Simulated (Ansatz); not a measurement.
# AlNH+ (triplet): from Hartree-Fock to the top rungs, def2-TZVPP

The task here is to estimate one member of a computed series from the others.

Program: Ansatz 0.2.0, Gaussian basis. Level of theory: def2-TZVPP, core rule «outside noble gas», up to 6 orbitals frozen. These are calculated values, not measurements.

Plan: UHF; ROHF; CCSD(T) on UHF.

2 further runs of the same task are left out: 2 set aside as unsound or not needed.

## The geometry

The geometry is a PBE0/def2-TZVP stationary point (not a proven minimum) of the parent state, kept for this charge and spin.

3 atoms, charge 1, spin multiplicity 3.

Atoms are counted from 1 here; the program's logs count them from 0.

Bond lengths: Al1–N2 1.733 Å, Al1–H3 1.580 Å. Angles: N2–Al1–H3 180.0°.

The first run:

File in.yaml:

```yaml
crystal:
  periodic: [false, false, false]
  atoms:
    - {symbol: Al, position_ang: [0.000000, 0.000000, 0.050833]}
    - {symbol: N, position_ang: [0.000000, 0.000000, -1.681761]}
    - {symbol: H, position_ang: [0.000000, 0.000000, 1.630928]}
basis:
  gaussian: {orbitals: def2-TZVPP}
total_charge: 1
magnetization: {spin_polarized: true, initial_magnetization: 2}
hamiltonian: {xc: hf}
output: {orbitals: {seedname: orbitals}}
```

Started as:

```bash
$ ansatz run in.yaml --threads 1 --pin off --events-out ev --progress --plain --max-ram 4096MiB --backend cpu
```

Steps of the session up to this table: UHF; ROHF; CCSD(T) on UHF.

One of the session's tables, all rows but one given; the rest of the session is left out.

| method | from UCCSD(T) (meV) |
| --- | --- |
| ROHF | ? |
| UHF | +5602.2 |
| UMP2 | +890.8 |
| UCCSD | +162.4 |
| UCCSD(T) | 0 |

Q: Estimate the row for ROHF from the others.

**Answer.** from UCCSD(T) (meV): +5750.2. In the column «from UCCSD(T) (meV)» it is the highest.
